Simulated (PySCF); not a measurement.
Bonding in streptocyanine-1

Species: streptocyanine-1, CH₅N₂ (charge +1).
SMILES with atom numbers: `[NH2:1][CH:2]=[NH2+:3]` (hydrogens: H4, H5 on N1; H6 on C2; H7, H8 on N3)

Geometry (PBE0-D3(BJ)/def2-SVP, Å), atoms numbered from 1 in this order:
```xyz
8
CH5N2 angstrom
N      1.1609    0.1996    0.0660
C      0.0027   -0.4024    0.1415
N     -1.1567    0.1311   -0.1427
H      1.2670    1.1673   -0.2297
H      2.0102   -0.3014    0.3100
H      0.0038   -1.4471    0.4724
H     -1.2648    1.0924   -0.4579
H     -2.0049   -0.4206   -0.0532
```

Bond orders from the PBE0/pcSseg-1 density (PySCF). Isolated species at its PBE0-D3(BJ)/def2-SVP geometry, gas phase.

How far do the computed orders between heavy atoms stray from the drawn ones?

The largest departure is 0.527, at C2–N3 (drawn double, 1.473). Drawn single, order above 1.12: N1–C2 (1.473). Drawn double or triple, more than 0.30 short of the drawn order: C2–N3 (1.473). The SMILES, with its formal charges, is one Lewis structure only.

Give the Mayer order of every bond, beside its length.

```tsv
bond	drawn as	length (Å)	Mayer order
N1–C2	single	1.308	1.473
C2–N3	double	1.308	1.473
N1–H4	single	1.017	0.913
N1–H5	single	1.016	0.907
C2–H6	single	1.096	0.917
N3–H7	single	1.017	0.913
N3–H8	single	1.016	0.907
```

Sum the orders of all bonds at each heavy atom with more than one neighbour and set the sums beside the valence in the SMILES.

N1 3.293 (drawn 3), C2 3.863 (drawn 4), N3 3.293 (drawn 4). Orders between atoms that aren't bonded are not in these sums.

The Mayer order sums products of elements of PS (density times overlap matrix) between the two atoms' basis functions, so it depends on the basis set.
